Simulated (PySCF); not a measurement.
Gas-phase reaction: 2 BH2Cl ⇌ BHCl2 + BH2 + H

Computed with PySCF (xtb for GFN2) and rigid-rotor harmonic-oscillator thermochemistry at 1 bar. S°(298 K) at PBE0/def2-TZVP differs from the NASA 1993 table for BH2 (+14 J/mol/K); whether the harmonic model or the table's entry is off was not settled. † marks an energy on the PBE0/def2-TZVP geometry and frequencies; other levels use their own. MP2 freezes the core. Open shells (unrestricted): BH2 (multiplicity 2), H (multiplicity 2); the rest are closed-shell singlets. GFN2 has no spin-polarisation term. B3LYP is the form with VWN-RPA correlation. BH2Cl: computed as isolated molecules; such fragments, hydroxides, amides, oligomers or adducts are transient or little studied in the gas. MP2 isn't extrapolated to the basis-set limit; its ΔH°(298 K) is 418.2 kJ in def2-SVP and 431.9 kJ in def2-TZVPP. The harmonic model lacks anharmonicity and excited electronic states, which grow with temperature; levels with a mode under 35 cm⁻¹ are left out.

```
level               ΔE electronic, kJ  ΔH°(298 K), kJ  ΔS°(298 K), J/K  ΔG°(1600 K), kJ
------------------  -----------------  --------------  ---------------  ---------------
B3LYP/def2-TZVP†                  475             448              108              254
BLYP/def2-TZVP†                   469             442              108              248
GFN2-xTB                          598             572              110              375
MP2/def2-SVP†                     445             418              108              224
PBE/def2-SVP                      456             430              108              237
PBE0/def2-QZVP†                   461             434              108              240
PBE0/def2-SVP†                    457             430              108              236
LDA/def2-TZVP†                    502             475              108              281
ωB97M-V/def2-TZVP†                479             453              108              259
ωB97X-V/def2-TZVP†                476             450              108              256
```
ΔH° is lowest at MP2/def2-SVP† and highest at GFN2-xTB. No reference value is set beside these.
